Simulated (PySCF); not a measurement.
# How the method moves the HOMO and LUMO of `OCC(Cl)(Cl)Cl`

Species: C2H3Cl3O.
Z-matrix (Å and degrees, PBE0-D3(BJ)/def2-SVP geometry), rows numbered from 1:
```
O 
C   1  1.3792
C   2  1.5321  1  113.10
Cl  3  1.7926  2  108.27  1    60.43
Cl  3  1.7720  2  108.90  1   179.34
Cl  3  1.7679  2  110.95  1   -59.20
H   1  0.9662  2  107.91  3   -58.58
H   2  1.1008  1  108.39  3  -118.49
H   2  1.1076  1  113.93  3   121.32
```

Basis pcSseg-2 throughout (PySCF), one geometry. One conformer (not necessarily the lowest) at the PBE0-D3(BJ)/def2-SVP geometry, without solvent, vibrations or thermal averaging.

Problem. How do the orbital energies, the gap and the dipole change with the method?

Solution. 
| method | kind | HOMO (eV) | LUMO (eV) | gap (eV) | μ (D) | SCF cycles |
| --- | --- | --- | --- | --- | --- | --- |
| BLYP | GGA | -7.05 | -1.92 | 5.13 | 1.15 | 15 |
| OPBE | GGA | -7.08 | -1.91 | 5.17 | 1.19 | 16 |
| PBE | GGA | -7.14 | -2.02 | 5.12 | 1.16 | 16 |
| BP86 | GGA | -7.26 | -2.13 | 5.13 | 1.17 | 15 |
| LDA | LDA | -7.30 | -2.22 | 5.08 | 1.18 | 15 |
| B97-2 | global hybrid | -8.48 | -1.02 | 7.46 | 1.21 | 14 |
| mPW1PW91 | global hybrid | -8.79 | -0.95 | 7.84 | 1.21 | 14 |
| CAM-B3LYP | range-separated hybrid | -10.22 | 0.26 | 10.48 | 1.23 | 13 |
| BHandHLYP | global hybrid | -10.23 | 0.25 | 10.48 | 1.25 | 13 |
| wB97X-D | range-separated hybrid | -10.68 | 0.91 | 11.59 | 1.24 | 14 |
| LC-wPBE | range-separated hybrid | -11.56 | 1.57 | 13.13 | 1.25 | 14 |
| HF | Hartree–Fock | -12.33 | 2.92 | 15.25 | 1.32 | 11 |

The HOMO spans 5.28 eV, from BLYP down to HF, and the gap runs from 5.08 eV (LDA) to 15.25 eV (HF). Over the methods BLYP (0 %), OPBE (0 %), PBE (0 %), BP86 (0 %), LDA (0 %), B97-2 (21 %), mPW1PW91 (25 %), BHandHLYP (50 %), HF (100 %), a straight line through the gap against the share of exact exchange rises by 1.02 eV for each 10 % (correlation coefficient 0.999). The dipole ranges from 1.15 D (BLYP) to 1.32 D (HF). This basis has no diffuse functions.

The vertical ΔSCF ionisation energy at wB97X-D/def2-SVPD is 11.12 eV; −ε(HOMO) comes closest to it with wB97X-D (10.68 eV) and LC-wPBE (11.56 eV).
